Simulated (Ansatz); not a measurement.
Geometry optimisation, Ansatz 0.2.0, RKS PBE0-D4/def2-SVP.

Input file:

```yaml
crystal:
  periodic: [false, false, false]
  atoms:
    - { symbol: Al, position_ang: [0.0, 0.0, 0.0] }
    - { symbol: H, position_ang: [0.0, 0.0, 1.56] }
    - { symbol: "N", position_ang: [1.6627, 0.0, -0.96] }
    - { symbol: H, position_ang: [2.1293, -0.9179, -1.2118] }
    - { symbol: H, position_ang: [2.1141, 0.9179, -1.2382] }
    - { symbol: "N", position_ang: [-1.6627, 0.0, -0.96] }
    - { symbol: H, position_ang: [-2.3316, -0.8164, -0.8614] }
    - { symbol: H, position_ang: [-1.9118, 0.8164, -1.5886] }
basis:
  gaussian: { orbitals: def2-SVP }
hamiltonian:
  xc: pbe0
  dispersion: d4
relax:
  f_tol: 0.02
  max_steps: 40
output:
  orbitals: {}
```

Run as:

```bash
$ ansatz run input.yaml --threads 1 --pin off --max-ram 2048MiB --backend cpu --events-out ev --progress --plain --runs-dir out
```

**Question.** Where does it end, and by what steps?

**Answer.** It converged. The force dipped under the threshold on the way, but the program's further checks kept it going. After 11 steps the energy has fallen by 1.329 eV; H4 moved furthest, 1.31 Å.

| step | energy less start (eV) | largest force component (eV/Å) | accepted |
| --- | --- | --- | --- |
| 0 | 0.0000 | 2.672 | yes |
| 1 | -0.6332 | 1.144 | yes |
| 2 | -0.8912 | 0.664 | yes |
| 3 | -1.0049 | 0.536 | yes |
| 4 | -1.0955 | 0.595 | yes |
| 5 | -1.1687 | 0.510 | yes |
| 6 | -1.2402 | 0.344 | yes |
| 7 | -1.2965 | 0.357 | yes |
| 8 | -1.3228 | 0.197 | yes |
| 9 | -1.3288 | 0.014 | yes |
| 10 | -1.3292 | 0.037 | yes |
| 11 | -1.3292 | 0.004 | yes |

```xyz
8
Properties=species:S:1:pos:R:3
Al -0.002 0.036 -0.059
H -0.009 0.132 1.522
N 1.538 0.110 -0.938
H 1.666 0.060 -1.942
H 2.439 0.213 -0.486
N -1.536 -0.144 -0.936
H -2.440 -0.192 -0.481
H -1.655 -0.215 -1.939
```

Whether the end is a true minimum wasn't checked by a vibrational analysis.

Time of the run: 27 s on 1 thread of AMD EPYC 7R43 64-Core Processor (Zen 3), on a shared host, peak memory 0.14 GiB.
